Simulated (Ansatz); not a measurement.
# C3H8FN: how energies converge with the basis set

How large a basis does C3H8FN need? Two functionals are run in growing sets.

Program: Ansatz 0.2.0, Gaussian basis. Level of theory: one geometry, several basis sets. These are calculated values, not measurements.

Levels to be run: PBE0-D4/def2-SVP; ωB97M-V/def2-SVP; PBE0-D4/def2-QZVPP; ωB97M-V/def2-QZVPP; the functionals' def2-TZVPP values are taken from earlier runs.

## Step 1: The relaxed structure

An earlier PBE0-D4 in a triple-zeta def2 set relaxation fixed the geometry.

SMILES `NCCCF`, 13 atoms, charge 0, spin multiplicity 1.

Atoms are counted from 1 here; the program's logs count them from 0.

Bond lengths: N1–C2 1.453 Å, N1–H6 1.013 Å, N1–H7 1.012 Å, C2–C3 1.518 Å, C2–H8 1.103 Å, C2–H9 1.095 Å, C3–C4 1.507 Å, C3–H10 1.096 Å, C3–H11 1.093 Å, C4–F5 1.384 Å, C4–H12 1.095 Å, C4–H13 1.095 Å. Angles: C2–N1–H6 110.3°, C2–N1–H7 110.8°, H6–N1–H7 106.9°, N1–C2–C3 110.3°, N1–C2–H8 113.7°, N1–C2–H9 107.8°, C3–C2–H8 109.1°, C3–C2–H9 109.3°, H8–C2–H9 106.5°, C2–C3–C4 112.0°, C2–C3–H10 109.8°, C2–C3–H11 109.3°, C4–C3–H10 108.7°, C4–C3–H11 109.8°, H10–C3–H11 107.2°, C3–C4–F5 110.3°, C3–C4–H12 111.5°, C3–C4–H13 111.3° and more.

Geometry (Å):

```
N    -0.79370    1.40805    1.27135
C    -0.32543    0.82797    0.02373
C     0.10609   -0.61080    0.24116
C     0.54634   -1.26861   -1.04106
F     0.96215   -2.56607   -0.79677
H    -0.04018    1.44482    1.94742
H    -1.10798    2.35932    1.12910
H     0.50296    1.38718   -0.44206
H    -1.15652    0.85263   -0.68950
H     0.93587   -0.64521    0.95623
H    -0.72201   -1.17358    0.67981
H     1.38609   -0.73465   -1.49863
H    -0.27338   -1.31584   -1.76589
```

## Step 2: PBE0-D4 in def2-SVP

in.yaml

```yaml
crystal:
  periodic: [false, false, false]
  atoms:
    - {symbol: N, position_ang: [-0.793702, 1.408049, 1.271347]}
    - {symbol: C, position_ang: [-0.325432, 0.827974, 0.023731]}
    - {symbol: C, position_ang: [0.106094, -0.610803, 0.241157]}
    - {symbol: C, position_ang: [0.546338, -1.268609, -1.041055]}
    - {symbol: F, position_ang: [0.962153, -2.566074, -0.796766]}
    - {symbol: H, position_ang: [-0.040185, 1.444816, 1.947420]}
    - {symbol: H, position_ang: [-1.107977, 2.359323, 1.129097]}
    - {symbol: H, position_ang: [0.502959, 1.387180, -0.442056]}
    - {symbol: H, position_ang: [-1.156524, 0.852631, -0.689496]}
    - {symbol: H, position_ang: [0.935874, -0.645212, 0.956226]}
    - {symbol: H, position_ang: [-0.722009, -1.173582, 0.679815]}
    - {symbol: H, position_ang: [1.386094, -0.734652, -1.498626]}
    - {symbol: H, position_ang: [-0.273382, -1.315840, -1.765893]}
basis:
  gaussian: {orbitals: def2-SVP}
hamiltonian: {xc: pbe0, dispersion: d4}
output: {orbitals: {seedname: orbitals}}
```

Launch:

```bash
ansatz run in.yaml --threads 4 --pin off --events-out ev --progress --plain --max-ram 10444MiB
```

The runs that follow: ωB97M-V in def2-SVP; PBE0-D4 in def2-QZVPP; ωB97M-V in def2-QZVPP.

**Question.** What will the summary of the whole plan be? Wanted: PBE0-D4: double and triple zeta above quadruple; ωB97M-V: double and triple zeta above quadruple.

**Answer**, as computed:

| quantity | value |
| --- | --- |
| PBE0-D4: double and triple zeta above quadruple | 9.13, 0.43 eV |
| ωB97M-V: double and triple zeta above quadruple | 9.48, 0.42 eV |

In words: For PBE0-D4 the step from double to triple zeta gains 8.71 eV and the next only 0.43 eV. These are total energies; as a rule much of such shifts cancels in differences, which this series doesn't test. The LUMO of ωB97M-V is positive and keeps falling with the basis (3.33 to 1.74 eV): an unbound level that the basis holds in place.
